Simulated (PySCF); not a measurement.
P5H5.
Geometry (PBE0-D3(BJ)/def2-SVP, Å), atoms numbered from 1 in this order:
```
atom  x, y, z in Å
P1    -0.3164   -1.6510   -0.6083
P2     1.5642   -1.0174    0.3632
P3     1.4442    1.1844    0.4734
P4    -0.6955    1.7271    0.5034
P5    -1.8374   -0.1304   -0.1170
H6     0.0277   -1.1145   -1.8835
H7     1.1103   -1.2502    1.6952
H8     1.6172    1.3684   -0.9298
H9    -0.8288    1.5030    1.9066
H10   -2.0346   -0.6370    1.2027
```

Theory: TDDFT B3LYP/def2-SVPD, vertical, gas phase, core orbitals frozen in the response (PySCF).

| state | E (eV) | E (hartree) | f | \|μ\| (D) | main configurations (H = HOMO, L = LUMO) |
| --- | --- | --- | --- | --- | --- |
| S1 | 4.42 | 0.1624 | 0.0009 | 0.23 | H→L (98%) |
| S2 | 4.54 | 0.1669 | 0.0019 | 0.33 | H-1→L (98%) |
| S3 | 4.71 | 0.1729 | 0.0008 | 0.21 | H→L+1 (98%) |
| S4 | 4.79 | 0.1760 | 0.0003 | 0.14 | H-1→L+1 (97%) |
| S5 | 5.20 | 0.1912 | 0.0030 | 0.39 | H→L+2 (42%), H→L+4 (41%), H→L+3 (14%) |
| S6 | 5.33 | 0.1957 | 0.048 | 1.53 | H→L+2 (40%), H→L+3 (34%), H→L+4 (13%) |
| S7 | 5.37 | 0.1974 | 0.028 | 1.17 | H→L+4 (36%), H→L+3 (30%), H-1→L+4 (9%) |
| S8 | 5.43 | 0.1994 | 0.047 | 1.52 | H-1→L+4 (39%), H-1→L+2 (25%), H→L+3 (11%) |
| S9 | 5.44 | 0.1999 | 0.045 | 1.48 | H-1→L+2 (50%), H-1→L+4 (28%), H-1→L+3 (10%) |
| S10 | 5.53 | 0.2032 | 0.044 | 1.45 | H-1→L+3 (56%), H-1→L+4 (18%), H-2→L (18%) |

Triplets, Tamm–Dancoff:

| state | E (eV) | λ (nm) | main configurations (H = HOMO, L = LUMO) |
| --- | --- | --- | --- |
| T1 | 3.96 | 312.7 | H→L (86%) |
| T2 | 4.19 | 296.0 | H→L+1 (54%), H-1→L (41%) |
| T3 | 4.24 | 292.7 | H-1→L+1 (67%), H-1→L (11%), H→L (8%) |
| T4 | 4.34 | 285.7 | H-1→L (42%), H→L+1 (32%), H-1→L+1 (20%) |

The lowest singlet lies at 4.42 eV (281 nm, ultraviolet) and is very weak; its leading configuration is HOMO→LUMO (98%). The largest oscillator strength of a single state is 0.048. Löwdin shares by element: HOMO phosphorus 90% or more; LUMO phosphorus 79% or more (atoms not listed hold the other 21%). Weighted by f, the mean energy of these states is 5.40 eV. The listed states span 1.11 eV, and the widest gap between neighbours is 0.41 eV (S4 to S5). Orbital energies (eV): HOMO-3 -8.14, HOMO-2 -7.75, HOMO-1 -6.77, HOMO -6.62, LUMO -1.27, LUMO+1 -1.05, LUMO+2 -0.60. All these states lie below the vertical ionisation energy of 8.45 eV (ΔSCF). Singlets were solved by full linear response, triplets in the Tamm–Dancoff approximation.
